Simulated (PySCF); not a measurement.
A structure optimised at PBE-D3(BJ)/def2-SVP, used in a PySCF frequency run:

```
C
H 1 1.1145
C 1 1.5339 2 107.70
H 3 1.1095 1 111.58 2 -60.31
H 3 1.1095 4 107.77 1 -122.82
H 3 1.1114 4 107.47 5 -115.56
C 1 1.5339 2 107.70 3 120.00
H 7 1.1095 1 111.58 2 60.31
H 7 1.1095 8 107.77 1 122.82
H 7 1.1114 8 107.47 9 115.56
C 1 1.5339 2 107.70 3 -120.00
H 11 1.1095 1 111.58 2 60.31
H 11 1.1095 12 107.77 1 122.82
H 11 1.1114 12 107.47 13 115.56
```
Charge 0, spin multiplicity 1.

### Question
Write its SMILES, formula and point group.

### Answer
CC(C)C, C4H10, C3v

### Question
What are its rotational constants (standard atomic weights)?

### Answer
7.7058, 7.7058, 4.4677 GHz
